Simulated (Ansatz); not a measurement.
Reaction: BCl3 (trichloroborane, SMILES ClB(Cl)Cl) → BCl2 (SMILES Cl[B]Cl, doublet) + Cl (doublet) (the B-Cl bond breaks)
Each species at its own B3LYP-D3(BJ)/def2-TZVP minimum (Ansatz, an electronic-structure program).

Quantity: bond dissociation energy (electronic), in kcal/mol. Open shells are spin-unrestricted; no spin-orbit coupling. CBS(X,Y): correlation extrapolated as X^-3, Hartree-Fock from the larger set (Q,5: extrapolated as (X+1)exp(-9√X)). A bracket is a step between two methods taken in the basis named. Functionals run without relativity, which enters their misses. Double hybrids freeze cores in their MP2 part. 'core' is core correlation in cc-pwCVTZ (1s frozen past Ne), 'X2C' scalar relativity in cc-pVTZ-DK, both at CCSD(T).

CCSD(T)/CBS(cc-pV(Q+d)Z,cc-pV(5+d)Z) + [CCSDT(Q) - CCSD(T)]/cc-pV(D+d)Z + core + X2C (Ansatz) gives 120.8 kcal/mol.

Q: How far off this value is PBE/def2-TZVPD (Ansatz), in which direction, and which of these levels come nearer: r2SCAN/def2-TZVPD, PBE0/def2-TZVPD, B2PLYP/def2-TZVPD, CCSD(T)/CBS(cc-pV(Q+d)Z,cc-pV(5+d)Z) + core + X2C?

A: PBE gives 118.6 kcal/mol, 2.2 kcal/mol below it. Differences of the others: r2SCAN/def2-TZVPD (Ansatz) -4.1; PBE0/def2-TZVPD (Ansatz) -3.2; B2PLYP/def2-TZVPD (Ansatz) -4.5; CCSD(T)/CBS(cc-pV(Q+d)Z,cc-pV(5+d)Z) + core + X2C (Ansatz) 0.1 kcal/mol. Nearer than PBE: CCSD(T)/CBS(cc-pV(Q+d)Z,cc-pV(5+d)Z) + core + X2C.
